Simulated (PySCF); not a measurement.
CH at UHF-CCSD(T)

Computed with UHF-CCSD(T); basis H def2-TZVPPD, C def2-TZVPPD; no relativity; PySCF 2.14.

```json
{
 "state": "²Π (doublet), unpaired electrons π ↑",
 "bond length": "1.121 Å",
 "harmonic wavenumber": "2849 cm⁻¹",
 "force constant": "4.45 mdyn/Å",
 "rotational constant Be": "14.42 cm⁻¹",
 "anharmonicity ωexe": "64.0 cm⁻¹",
 "vibration–rotation constant αe": "0.538 cm⁻¹",
 "well depth De to H + C": "3.55 eV",
 "dissociation energy D0": "3.38 eV"
}
```

Correlated steps freeze 1 core orbital. The state was picked by a PBE0 search and need not be the measured ground state.
